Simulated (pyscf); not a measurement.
This saddle point was located with ωB97X-D3(BJ)/def2-SVP in PySCF.

```xyz
9

C     -1.1761    -0.1833     0.1367
C     -0.9138     1.1634     0.2039
F     -1.2976     1.9610    -0.7840
H     -2.0127    -0.5159    -0.4839
H     -0.9871    -0.7752     1.0352
H     -0.1987     1.6310     0.8870
F      0.2473     0.1319    -1.9926
C      0.2366    -0.6224    -0.8949
F      1.3870    -0.3627    -0.2632
```

Surface: singlet, charge 0. Lowest wavenumbers (cm⁻¹): 434i, 99, 162, 257, 368.

What reaction is this the transition state of?

`[CH2]=[CH][F]` + `[F][C][F]` [singlet] <-> `[F][CH]1[CH2][C]1([F])[F]`, a cycloaddition read from left to right: none broken and C–C, C–C formed. At ωB97M-D3(BJ)/def2-TZVP it lies +63.5 kJ/mol from the left side and +239.5 kJ/mol from the right (each side as separated species at their lowest minima found). cyclic C₃H₃F₃ (SMILES FC1CC1(F)F) lies 61.2 kJ/mol over its isomer H₂C=C(F)–CH(F)–F, and others may lie lower still (electronic energy, ωB97M-D3(BJ)). One saddle was located; it need not be the lowest between these sides. A restricted solution here is unstable towards spin polarisation, so biradical character is likely and single-reference numbers are less safe.
